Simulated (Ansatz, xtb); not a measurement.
System: C3H2N, charge 0, multiplicity 2. It need not be the lowest isomer of its formula. 
Structure (B3LYP-D3(BJ)/def2-TZVP (Ansatz, an electronic-structure program) minimum search):
```
C
C 1 1.3111
H 2 1.0776 1 137.23
H 1 1.0922 2 120.62 3 0.00
C 1 1.4275 4 115.57 2 180.00
N 5 1.1518 4 150.57 1 -180.00
```
Charge 0, spin multiplicity 2.

Harmonic wavenumbers from GFN2-xTB (xtb, at its own minimum), cm⁻¹: 213, 344, 512, 681, 702, 726, 980, 1136, 1695, 2380, 2802, 3217.

Q: Give the harmonic wavenumbers at B3LYP-D3(BJ)/def2-TZVP (Ansatz, finite differences of forces, unscaled).

A: 239, 368, 559, 697, 785, 846, 1004, 1260, 1652, 2341, 3062, 3262 cm⁻¹. Zero-point energy 23.0 kcal/mol.

Q: From these and the geometry, give the ideal-gas thermochemistry at 298.15 K and 1 atm (rigid rotor, harmonic oscillator).

A: Point group Cs, rotational symmetry number 1. Rotational constants 67.42, 5.078, 4.722 GHz. S(trans) 37.77, S(rot) 22.81, S(vib) 4.26, S(elec, spin only) 1.38, S 66.2 cal/(mol K). H(298) - H(0) 3.21 kcal/mol; G - E(el) 6.5 kcal/mol.
